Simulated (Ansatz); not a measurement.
**BSiH4 (SMILES B[SiH2]): levels of theory compared**

We compute a comparison of 6 runs (U-r2SCAN0/STO-3G, UB2PLYP/STO-3G, UBHLYP/STO-3G, UCAM-B3LYP/STO-3G, UPBE0/STO-3G, UCCSDT(Q)/STO-3G) of BSiH4. 

The calculation is run with Ansatz 0.2.0.

43 further runs of the same task are left out: 43 set aside as unsound or not needed.

### Step 1. Starting point

The species is BSiH4 (6 atoms), meant as a doublet with charge 0. SMILES: `B[SiH2]`. The H3–B1 distance was set to 2.355 Å, away from the relaxed value. At this shape a bond of the SMILES string is far longer than usual.

Bond lengths: B1–Si2 1.878 Å, B1–H4 1.178 Å, Si2–H5 1.473 Å, Si2–H6 1.473 Å. Angles: B1–Si2–H5 129.0°, B1–Si2–H6 128.8°, Si2–B1–H4 121.3°, H5–Si2–H6 102.3°.

### Step 2. The energy at U-r2SCAN0/STO-3G (run 1)

The input, input.yaml:

```yaml
crystal:
  periodic: [false, false, false]
  atoms:
    - {symbol: B, position_ang: [0.723606, -0.510089, -0.646976]}
    - {symbol: Si, position_ang: [0.731726, 1.356681, -0.853606]}
    - {symbol: H, position_ang: [-0.730970, -1.564260, 0.876300]}
    - {symbol: H, position_ang: [1.444746, -1.198019, -1.274166]}
    - {symbol: H, position_ang: [1.555416, 2.186051, -1.749706]}
    - {symbol: H, position_ang: [-0.088034, 2.365091, -0.160086]}
basis:
  gaussian: {orbitals: STO-3G}
magnetization: {spin_polarized: true, initial_magnetization: 1}
hamiltonian: {xc: {name: r2SCAN0}}
accuracy: high
```

Run with:

```bash
$ ansatz run input.yaml --threads 1 --pin off --max-ram 2610MiB --events-out events.jsonl --progress --plain --runs-dir runs
```

Output:

```text
Warning: RAYON_NUM_THREADS=1 ignored (pool sized by the plan → 1); use --threads N
Functional definition: r2SCAN0
  name "r2SCAN0"
  parameter a = 0.25
  parameter k0 = 0.174
  parameter k1 = 0.065
  parameter a1 = 4.9479
  exchange = (1 - a)*r2scan_x(k0 = k0, k1 = k1, a1 = a1) + a*exact_x
  correlation = r2scan_c
308 factors; integrals over basis functions are off by at most 2.6e-8 eV
mean field evaluation 1: about -8506.9744 eV, gradient 1.3e1 eV
mean field evaluation 2: about -8499.4598 eV, gradient 1.8e1 eV
mean field evaluation 4: about -8509.3515 eV, gradient 5.5e0 eV
mean field evaluation 8: about -8510.3744 eV, gradient 1.0e0 eV
mean field evaluation 16: about -8510.3488 eV, gradient 4.4e-4 eV
mean field evaluation 32: about -8510.1507 eV, gradient 9.3e-1 eV
mean field evaluation 64: about -8510.3488 eV, gradient 6.4e-4 eV
mean field -8510.34883278 eV, -312.7495510830 hartree, gradient 4.3e-8 eV, S^2 1.453205; 3 other end points of the search recorded, 0 dependent functions left out
reference -8510.34883362 eV, -312.7495511140 hartree; 12, 11 occupied and 6, 7 virtual orbitals, 308 factors
Total energy: -8510.34883362 eV, -312.7495511140 hartree
```

Wall time 17 s (1 thread of Intel Xeon Platinum 8259CL at 2.50GHz (Skylake/Cascade Lake), shared host); peak memory 0.25 GiB.

### Step 3. The energy at UB2PLYP/STO-3G (run 2)

The input, in.yaml:

```yaml
crystal:
  periodic: [false, false, false]
  atoms:
    - {symbol: B, position_ang: [0.723606, -0.510089, -0.646976]}
    - {symbol: Si, position_ang: [0.731726, 1.356681, -0.853606]}
    - {symbol: H, position_ang: [-0.730970, -1.564260, 0.876300]}
    - {symbol: H, position_ang: [1.444746, -1.198019, -1.274166]}
    - {symbol: H, position_ang: [1.555416, 2.186051, -1.749706]}
    - {symbol: H, position_ang: [-0.088034, 2.365091, -0.160086]}
basis:
  gaussian: {orbitals: STO-3G}
magnetization: {spin_polarized: true, initial_magnetization: 1}
hamiltonian: {xc: {name: B2PLYP}}
accuracy: high
correlation: {frozen_orbitals: {B: 1, H: 0, Si: 5}}
```

Run with:

```bash
$ ansatz run in.yaml --threads 1 --pin off --max-ram 2610MiB --events-out events.jsonl --progress --plain --runs-dir runs
```

Output (excerpt; [...] marks lines left out):

```text
Warning: RAYON_NUM_THREADS=1 ignored (pool sized by the plan → 1); use --threads N
Functional definition: B2PLYP
  name "B2PLYP"
[...]
308 factors; integrals over basis functions are off by at most 2.6e-8 eV
[...]
mean field -8505.14399417 eV, -312.5582767922 hartree, gradient 4.5e-8 eV, S^2 1.491131; 5 other end points of the search recorded, 0 dependent functions left out
6 core orbitals not correlated: weight in the atoms' cores, before any rotation towards them, 0.999 or more for the frozen orbitals, at most 0.000 for the correlated occupied ones
reference -8505.14401331 eV, -312.5582774953 hartree; 6, 5 occupied and 6, 7 virtual orbitals, 308 factors
second order -2.28610119 eV of doubles, -0.00000000 eV of singles
Total energy: -8505.76126063 eV, -312.5809609160 hartree
```

Wall time 11 s (1 thread of Intel Xeon Platinum 8259CL at 2.50GHz (Skylake/Cascade Lake), shared host); peak memory 0.15 GiB.

Runs 3 to 4 aren't shown in full; the table further down has their settings and results.

### Step 4. A single-point energy at UPBE0/STO-3G (run 5)

The input, run.yaml:

```yaml
crystal:
  periodic: [false, false, false]
  atoms:
    - {symbol: B, position_ang: [0.723606, -0.510089, -0.646976]}
    - {symbol: Si, position_ang: [0.731726, 1.356681, -0.853606]}
    - {symbol: H, position_ang: [-0.730970, -1.564260, 0.876300]}
    - {symbol: H, position_ang: [1.444746, -1.198019, -1.274166]}
    - {symbol: H, position_ang: [1.555416, 2.186051, -1.749706]}
    - {symbol: H, position_ang: [-0.088034, 2.365091, -0.160086]}
basis:
  gaussian: {orbitals: STO-3G}
magnetization: {spin_polarized: true, initial_magnetization: 1}
hamiltonian: {xc: pbe0}
accuracy: high
```

Run with:

```bash
$ ansatz run run.yaml --threads 1 --pin off --max-ram 2610MiB --events-out events.jsonl --progress --plain --runs-dir runs
```

Output:

```text
Warning: RAYON_NUM_THREADS=1 ignored (pool sized by the plan → 1); use --threads N
Functional definition: PBE0
  name "PBE0"
[... 1 set-up line as earlier in the session ...]
  parameter kappa = 0.804
  parameter beta = 0.06672455060314922
  exchange = (1 - a)*pbe_x(kappa = kappa, mu = beta*pi^2/3) + a*exact_x
  correlation = pbe_c(beta = beta)
308 factors; integrals over basis functions are off by at most 2.6e-8 eV
mean field evaluation 1: about -8503.9050 eV, gradient 1.4e1 eV
mean field evaluation 2: about -8495.8691 eV, gradient 1.9e1 eV
mean field evaluation 4: about -8506.0491 eV, gradient 6.3e0 eV
mean field evaluation 8: about -8506.5957 eV, gradient 1.7e0 eV
mean field evaluation 16: about -8506.9444 eV, gradient 1.9e-3 eV
mean field evaluation 32: about -8506.7223 eV, gradient 9.0e-3 eV
mean field evaluation 64: about -8506.9444 eV, gradient 5.5e-7 eV
mean field -8506.94439463 eV, -312.6244402886 hartree, gradient 4.0e-8 eV, S^2 1.380340; 3 other end points of the search recorded, 0 dependent functions left out
reference -8506.94439622 eV, -312.6244403472 hartree; 12, 11 occupied and 6, 7 virtual orbitals, 308 factors
Total energy: -8506.94439622 eV, -312.6244403472 hartree
```

It took 8.7 s on 1 thread of Intel Xeon Platinum 8259CL at 2.50GHz (Skylake/Cascade Lake), shared host; peak memory 0.15 GiB.

### Step 5. A single-point energy at UCCSDT(Q)/STO-3G (run 6)

Edit run.yaml of step 4 so:

```diff
@@ -12,3 +12,4 @@
 magnetization: {spin_polarized: true, initial_magnetization: 1}
-hamiltonian: {xc: pbe0}
+correlation: {method: ccsdt_q, frozen_orbitals: {B: 1, H: 0, Si: 5}}
 accuracy: high
+scf: {omitted_lower_state_checks: [cluster_reference, increment]}
```

Run with:

```bash
$ ansatz run run.yaml --threads 1 --pin off --max-ram 2610MiB --events-out events.jsonl --progress --plain --runs-dir runs
```

Output:

```text
Warning: RAYON_NUM_THREADS=1 ignored (pool sized by the plan → 1); use --threads N
[... 15 lines left out ...]
6 core orbitals not correlated: weight in the atoms' cores, before any rotation towards them, 0.999 or more for the frozen orbitals, at most 0.000 for the correlated occupied ones
[... 64 lines left out ...]
WARN: these amplitudes may be one of several solutions (largest doubles amplitude 0.54, level shift 0.00 eV)
Total energy: -8493.83150232 eV, -312.1425503846 hartree
Checks for a lower state left out: cluster_reference, increment
```

Wall time 3.3 s (1 thread of Intel Xeon Platinum 8259CL at 2.50GHz (Skylake/Cascade Lake), shared host).

### Step 6. Overview of the runs

```tsv
run	level	frozen core orbitals	energy (Eh)	⟨S²⟩	wall time
1	U-r2SCAN0/STO-3G	–	-312.749551	1.453	17 s
2	UB2PLYP/STO-3G	6	-312.580961	1.491	11 s
3	UBHLYP/STO-3G	–	-312.765773	1.449	7.2 s
4	UCAM-B3LYP/STO-3G	–	-312.733869	1.367	7.2 s
5	UPBE0/STO-3G	–	-312.624440	1.380	8.7 s
6	UCCSDT(Q)/STO-3G	6	-312.142550	1.625	3.3 s
```

### Step 7. Outcome

```
                                          quantity          value
                               run 6: total energy  -312.14255 Eh
run 6: correlation energy (6 core orbitals frozen)     -106.8 mEh
          run 6: ⟨S²⟩ of the reference determinant          1.625
                              run 6: T1 diagnostic          0.074
```

What this shows: Totals of different functionals can't be ranked against each other. In runs 1, 2, 3, 4, 5, 6 the basis is minimal, so the values are rough. Spin contamination of the reference: run 6 ⟨S²⟩ = 1.63, run 2 ⟨S²⟩ = 1.49, run 1 ⟨S²⟩ = 1.45, run 3 ⟨S²⟩ = 1.45, run 5 ⟨S²⟩ = 1.38, run 4 ⟨S²⟩ = 1.37. Where it is this large, the reference is a mixture of spin states, and values that rest on it are in doubt. All runs together took 54 s, the longest 17 s.
